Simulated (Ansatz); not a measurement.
System: CaB6-type CaB6. Method: G0W0@PBEsol+SOC (Ansatz, a quantum-chemistry and plane-wave program, plane waves, hard PAW, contour deformation, complete-basis limit, spin–orbit shift from PBEsol).

Run with largest k mesh 8×8×8 (not extrapolated in the mesh).

Cell (measured lattice):

```yaml
crystal:
  lattice:
    - [-4.14500, 0.00000, 0.00000]
    - [0.00000, -4.14500, 0.00000]
    - [0.00000, 0.00000, -4.14500]
  atoms:
    - { symbol: Ca, position: [0.00000, 0.00000, 0.00000] }
    - { symbol: B, position: [0.78830, 0.50000, 0.50000] }
    - { symbol: B, position: [0.50000, 0.21170, 0.50000] }
    - { symbol: B, position: [0.50000, 0.78830, 0.50000] }
    - { symbol: B, position: [0.21170, 0.50000, 0.50000] }
    - { symbol: B, position: [0.50000, 0.50000, 0.78830] }
    - { symbol: B, position: [0.50000, 0.50000, 0.21170] }
```

**Question.** Give the computed band gap.

**Answer.** 
- band gap = 1.49 eV

Measured, for comparison: band gap 1 eV (temperature not stated, no zero-point or thermal correction; as tabulated in Wu et al. (2004), arXiv:cond-mat/0401246). Computed (rounded) less measured: band gap +0.49 eV.

Note: the boron position of this cell differs from later refinements; spin–orbit coupling enters as the shift of the gap found with a semilocal functional; cell and atoms aren't relaxed at this level.

The computed numbers hold no vibrational or temperature effects.

Cost on a shared machine: very roughly 2.6 core-hours.
